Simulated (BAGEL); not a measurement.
# One shape, several levels: triplet CH3FOS

Wanted: a comparison of 4 runs (UHF/STO-3G, ROHF/6-31G*, UHF/6-31G*, ROHF/def2-SVPD) of triplet CH3FOS. 

The results are computed with BAGEL 1.2.2.

2 further runs of the same task are left out: 1 that didn't finish, 1 set aside as unsound or not needed. Runs told in other sessions of the task aren't counted.

## Step 1: The molecule

The species is CH3FOS (7 atoms), meant as a triplet with charge 0. As SMILES of the parent species, `O=[SH]CF`. The coordinates come from a GFN2-xTB relaxation. That shape belongs to the parent species and isn't relaxed for this state.

Bond lengths: O1–S2 1.452 Å, S2–C3 1.886 Å, C3–F4 1.359 Å, S2–H5 1.425 Å, C3–H6 1.092 Å, C3–H7 1.092 Å. Angles: O1–S2–C3 106.7°, S2–C3–F4 108.7°, O1–S2–H5 104.6°, C3–S2–H5 87.9°, S2–C3–H6 109.2°, S2–C3–H7 109.5°, F4–C3–H6 108.5°, F4–C3–H7 108.0°, H6–C3–H7 112.9°.

## Step 2: The energy at UHF/STO-3G (density fitting with qzvpp-jkfit) (run 1)

Contents of job.json:

```json
{ "bagel" : [

{
  "title" : "molecule",
  "basis" : "sto-3g",
  "df_basis" : "qzvpp-jkfit",
  "angstrom" : true,
  "geometry" : [
    { "atom" : "O", "xyz" : [   -1.695160,   -0.503800,   -1.016040 ] },
    { "atom" : "S", "xyz" : [   -1.156090,    0.355800,    0.022880 ] },
    { "atom" : "C", "xyz" : [    0.623450,   -0.196970,    0.316460 ] },
    { "atom" : "F", "xyz" : [    0.628630,   -1.156330,    1.278890 ] },
    { "atom" : "H", "xyz" : [   -0.634220,    1.482230,   -0.676970 ] },
    { "atom" : "H", "xyz" : [    1.021130,   -0.628730,   -0.604340 ] },
    { "atom" : "H", "xyz" : [    1.212260,    0.647790,    0.679130 ] }
  ]
},
{
  "title" : "uhf",
  "charge" : 0,
  "nopen" : 2
},
{
  "title" : "print",
  "file" : "orbitals.molden",
  "orbitals" : true
}

]}
```

Command:

```bash
$ BAGEL_NUM_THREADS=1 BAGEL job.json > job.out
```

Standard output:

```text
* using 1 threads per process

  ===============================================================
  ===============================================================

  *** Geometry ***

  { "atom" : "O", "xyz" : [     -3.203388,     -0.952044,     -1.920037 ] },
  { "atom" : "S", "xyz" : [     -2.184693,      0.672365,      0.043237 ] },
  { "atom" : "C", "xyz" : [      1.178150,     -0.372219,      0.598023 ] },
  { "atom" : "F", "xyz" : [      1.187939,     -2.185147,      2.416752 ] },
  { "atom" : "H", "xyz" : [     -1.198502,      2.801009,     -1.279288 ] },
  { "atom" : "H", "xyz" : [      1.929656,     -1.188128,     -1.142037 ] },
  { "atom" : "H", "xyz" : [      2.290839,      1.224146,      1.283370 ] },

  Number of auxiliary basis functions:      411

  Since a DF basis is specified, we compute 2- and 3-index integrals:
    o Being stored without compression. Storage requirement is 0.002 GB

  Number of basis functions:       27
  Number of electrons      :       42

    * METHOD: MOLECULE                             0.12

  *** Open-shell HF ***

  === Nuclear Repulsion ===
   175.5805982048

      * DIIS with orbital gradients will be used.

  === UHF iteration (sto-3g) ===
      0       -603.65360320          0.04375161           0.03
      1       -603.80553603          0.02089418           0.03
      2       -603.84425518          0.00747667           0.03
      3       -603.85378955          0.00406271           0.03
      4       -603.86055464          0.00103052           0.03
      5       -603.86144980          0.00085240           0.03
      6       -603.86201256          0.00069973           0.03
      7       -603.86313534          0.00052761           0.03
      8       -603.86374931          0.00045587           0.03
      9       -603.86408213          0.00044518           0.03
[... 19 lines of this table left out ...]
     29       -603.86526250          0.00000003           0.03
     30       -603.86526250          0.00000003           0.03
     31       -603.86526250          0.00000002           0.03
     32       -603.86526250          0.00000001           0.03
    * SCF iteration converged.

    * S^2 (UHF) is 2.0213

    * Permanent dipole moment:
           (    0.195405,    -0.700948,     0.326224) a.u.

    * METHOD: UHF                                  1.09

    * METHOD: PRINT                                0.00

  ===============================================================
```

Run time: 1.4 s. Hardware: 1 thread of Arm Neoverse V1, shared host.

## Step 3: The energy at ROHF/6-31G(d) (density fitting with qzvpp-jkfit, spherical functions) (run 2)

Contents of job.json:

```json
{ "bagel": [

{
  "title": "molecule",
  "basis": "6-31gs.json",
  "df_basis": "qzvpp-jkfit",
  "angstrom": "true",
  "geometry": [
    { "atom": "O", "xyz": [   -1.695160,   -0.503800,   -1.016040 ] },
    { "atom": "S", "xyz": [   -1.156090,    0.355800,    0.022880 ] },
    { "atom": "C", "xyz": [    0.623450,   -0.196970,    0.316460 ] },
    { "atom": "F", "xyz": [    0.628630,   -1.156330,    1.278890 ] },
    { "atom": "H", "xyz": [   -0.634220,    1.482230,   -0.676970 ] },
    { "atom": "H", "xyz": [    1.021130,   -0.628730,   -0.604340 ] },
    { "atom": "H", "xyz": [    1.212260,    0.647790,    0.679130 ] }
  ]
},
{
  "title": "rohf",
  "nopen": 2
},
{
  "title": "print",
  "file": "orbitals.molden",
  "orbitals": "true"
}

]}
```

The basis set 6-31G* is read from a file made from the Basis Set Exchange's data (not shown).

Command:

```bash
$ BAGEL_NUM_THREADS=1 BAGEL job.json > job.out
```

Standard output:

```text
* using 1 threads per process

  ===============================================================
  ===============================================================

  *** Geometry ***

  { "atom" : "O", "xyz" : [     -3.203388,     -0.952044,     -1.920037 ] },
  { "atom" : "S", "xyz" : [     -2.184693,      0.672365,      0.043237 ] },
  { "atom" : "C", "xyz" : [      1.178150,     -0.372219,      0.598023 ] },
  { "atom" : "F", "xyz" : [      1.187939,     -2.185147,      2.416752 ] },
  { "atom" : "H", "xyz" : [     -1.198502,      2.801009,     -1.279288 ] },
  { "atom" : "H", "xyz" : [      1.929656,     -1.188128,     -1.142037 ] },
  { "atom" : "H", "xyz" : [      2.290839,      1.224146,      1.283370 ] },

  Number of auxiliary basis functions:      411

  Since a DF basis is specified, we compute 2- and 3-index integrals:
    o Being stored without compression. Storage requirement is 0.014 GB

  Number of basis functions:       66
  Number of electrons      :       42

    * METHOD: MOLECULE                             0.16

  *** Open-shell HF ***

  === Nuclear Repulsion ===
   175.5805982048

      * DIIS with orbital gradients will be used.

  === ROHF iteration (6-31gs.json) ===
      0       -610.83169134          0.05133613           0.09
      1       -610.93300432          0.04410152           0.09
      2       -610.98998268          0.03589132           0.09
      3       -611.11934299          0.00304359           0.09
      4       -611.12185493          0.00181246           0.09
      5       -611.12407103          0.00155906           0.09
      6       -611.12656877          0.00130402           0.09
      7       -611.12961005          0.00087251           0.09
      8       -611.13143220          0.00055513           0.09
      9       -611.13254421          0.00064813           0.09
[... 41 lines of this table left out ...]
     51       -611.13599361          0.00000004           0.09
     52       -611.13599361          0.00000002           0.09
     53       -611.13599362          0.00000001           0.09
     54       -611.13599362          0.00000001           0.09
    * SCF iteration converged.

    * S^2 (ROHF) is 2.0000

    * Permanent dipole moment:
           (   -0.572737,    -0.566850,     0.228462) a.u.

    * METHOD: ROHF                                 4.89

    * METHOD: PRINT                                0.01

  ===============================================================
```

Wall time 5.4 s (1 thread of Arm Neoverse V1, shared host).

Run 3 isn't shown in full; the table further down has it.

## Step 4: The energy at ROHF/def2-SVPD (density fitting with qzvpp-jkfit) (run 4)

Contents of job.json:

```json
{ "bagel": [

{
  "title": "molecule",
  "basis": "def2-svpd.json",
  "df_basis": "qzvpp-jkfit",
  "angstrom": true,
  "geometry": [
    { "atom": "O", "xyz": [      -1.695160,      -0.503800,      -1.016040 ] },
    { "atom": "S", "xyz": [      -1.156090,       0.355800,       0.022880 ] },
    { "atom": "C", "xyz": [       0.623450,      -0.196970,       0.316460 ] },
    { "atom": "F", "xyz": [       0.628630,      -1.156330,       1.278890 ] },
    { "atom": "H", "xyz": [      -0.634220,       1.482230,      -0.676970 ] },
    { "atom": "H", "xyz": [       1.021130,      -0.628730,      -0.604340 ] },
    { "atom": "H", "xyz": [       1.212260,       0.647790,       0.679130 ] }
  ]
},

{
  "title": "rohf",
  "nopen": 2
},

{
  "title": "print",
  "file": "orbitals.molden",
  "orbitals": true
}

]}
```

The basis set def2-SVPD is read from a file made from the Basis Set Exchange's data (not shown).

Command:

```bash
$ BAGEL_NUM_THREADS=1 BAGEL job.json > job.out
```

Standard output:

```text
* using 1 threads per process

  ===============================================================
  ===============================================================

  *** Geometry ***

  { "atom" : "O", "xyz" : [     -3.203388,     -0.952044,     -1.920037 ] },
  { "atom" : "S", "xyz" : [     -2.184693,      0.672365,      0.043237 ] },
  { "atom" : "C", "xyz" : [      1.178150,     -0.372219,      0.598023 ] },
  { "atom" : "F", "xyz" : [      1.187939,     -2.185147,      2.416752 ] },
  { "atom" : "H", "xyz" : [     -1.198502,      2.801009,     -1.279288 ] },
  { "atom" : "H", "xyz" : [      1.929656,     -1.188128,     -1.142037 ] },
  { "atom" : "H", "xyz" : [      2.290839,      1.224146,      1.283370 ] },

  Number of auxiliary basis functions:      411

  Since a DF basis is specified, we compute 2- and 3-index integrals:
    o Being stored without compression. Storage requirement is 0.045 GB

  Number of basis functions:      117
  Number of electrons      :       42

    * METHOD: MOLECULE                             0.20

  *** Open-shell HF ***

  === Nuclear Repulsion ===
   175.5805982048

      * DIIS with orbital gradients will be used.

  === ROHF iteration (def2-svpd.json) ===
      0       -610.44624821          0.04193850           0.18
      1       -610.55649633          0.04122855           0.18
      2       -610.62779255          0.03343551           0.18
      3       -610.86289170          0.00390206           0.18
      4       -610.86792393          0.00191801           0.18
      5       -610.87120631          0.00132627           0.18
      6       -610.87423089          0.00103534           0.18
      7       -610.87677572          0.00071340           0.18
      8       -610.87823312          0.00041537           0.18
      9       -610.87934000          0.00040517           0.18
[... 55 lines of this table left out ...]
     65       -610.87963969          0.00000002           0.18
     66       -610.87963969          0.00000001           0.18
     67       -610.87963970          0.00000001           0.18
     68       -610.87963969          0.00000001           0.18
    * SCF iteration converged.

    * S^2 (ROHF) is 2.0000

    * Permanent dipole moment:
           (   -0.934381,    -0.471727,     0.529610) a.u.

    * METHOD: ROHF                                12.79

    * METHOD: PRINT                                0.03

  ===============================================================
```

Wall time 13 s (1 thread of Arm Neoverse V1, shared host); peak memory 0.14 GiB.

## Step 5: The series

```tsv
run	level	energy (Eh)	dipole moment (D)	⟨S²⟩	wall time
1	UHF/STO-3G (density fitting with qzvpp-jkfit)	-603.865262	2.03	2.021	1.4 s
2	ROHF/6-31G* (density fitting with qzvpp-jkfit, spherical functions)	-611.135994	2.13	2.000	5.4 s
3	UHF/6-31G* (density fitting with qzvpp-jkfit, spherical functions)	-611.148673	2.11	2.038	6 s
4	ROHF/def2-SVPD (density fitting with qzvpp-jkfit)	-610.879640	2.98	2.000	13 s
```

## Step 6: Outcome

```
            quantity          value
 run 4: total energy  -610.87964 Eh
run 4: dipole moment         2.98 D
         run 4: ⟨S²⟩          2.000
```

The dipole moment (its size) runs from 2.03 D (UHF/STO-3G) to 2.98 D (ROHF/def2-SVPD). The two ends differ in method and basis. In run 1 the basis is minimal, so the values are rough. All runs together took 26 s, the longest 13 s.
